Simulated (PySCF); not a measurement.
BH6NO.
SMILES: `[NH3+][BH2-]O`

A PySCF run (density fitting, gas phase, GFN2-xTB geometry) gave HOMO -7.15 eV, LUMO 1.01 eV, dipole 4.95 D.

**Question.** Which of these levels was it?
A. PBE0/cc-pVDZ
B. WP04/6-31G
C. HSE06/cc-pVDZ

**Answer.** A. It is PBE0/cc-pVDZ. All candidates on this geometry:

```
                                                 level and settings                                            kind  basis functions  SCF cycles     E (Eh)  HOMO (eV)  LUMO (eV)  dipole (D)
                                                      HSE06/cc-pVDZ  screened hybrid, exact exchange at short range               72          13  -158.3096      -6.75       0.63        4.94
                WP04/6-31G, grid level 4, energy threshold 1e-07 Eh           global hybrid fitted to proton shifts               39           8  -162.0889      -8.17      -0.43        5.31
PBE0/cc-pVDZ, damping 0.1 at the start, DIIS from the seventh cycle                                   global hybrid               72          17  -158.2962      -7.15       1.01        4.95
```

The nearest other candidate, by the summed differences of HOMO and LUMO, is HSE06/cc-pVDZ: its HOMO differs by +0.40 eV and its LUMO by -0.38 eV. Cycle counts include a coarse-grid stage where the run had one. WP04 was designed for NMR shieldings or shifts; total energies of different functionals aren't comparable.

The values belong to the conformer `[NH3+:1][BH2-:2][OH:3]`: H–O3–B2–N1 91°.
